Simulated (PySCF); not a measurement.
## What an electron can do to SiO

PBE0 in PySCF with def2-TZVP on every atom, for the lowest determinant that a PBE0 search found; no spin–orbit coupling.

```json
{"species": "SiO", "state (unpaired electrons)": "singlet (closed shell)", "Re (Å)": "1.509", "ωe (cm⁻¹)": "1276", "energy of the minimum from the neutral (eV)": "0.00", "De (eV)": "7.90", "dissociates to": "Si + O"}
{"species": "SiO⁺", "state (unpaired electrons)": "doublet (σ ↑)", "Re (Å)": "1.517", "ωe (cm⁻¹)": "1159", "energy of the minimum from the neutral (eV)": "11.39", "De (eV)": "4.72", "dissociates to": "Si⁺ + O"}
```

Task: Work out the lowest energy to break SiO into atoms, from its vibrational ground state.

Result: D0 = De − ωe/2 = 7.90 − 0.08 = 7.82 eV (PBE0/def2-TZVP).

Task: Work out the ionisation energy of the Si atom at this level and the threshold of dissociative ionisation.

Result: IE(Si) = 11.39 + 4.72 − 7.90 = 8.21 eV, so Si⁺ + O + e⁻ appears at D0 + IE(Si) = 16.03 eV (PBE0/def2-TZVP). The measured IE(Si) is 8.152 eV (NIST ASD).

These are thermodynamic thresholds; the onsets seen under electron impact lie higher where the geometry changes, and cross-sections peak well above them.

For an ion De counts to the pair picked by the measured ionisation energies or electron affinities, which need not be the lowest pair at this level. States were picked by a PBE0 search and need not be the measured ground states.
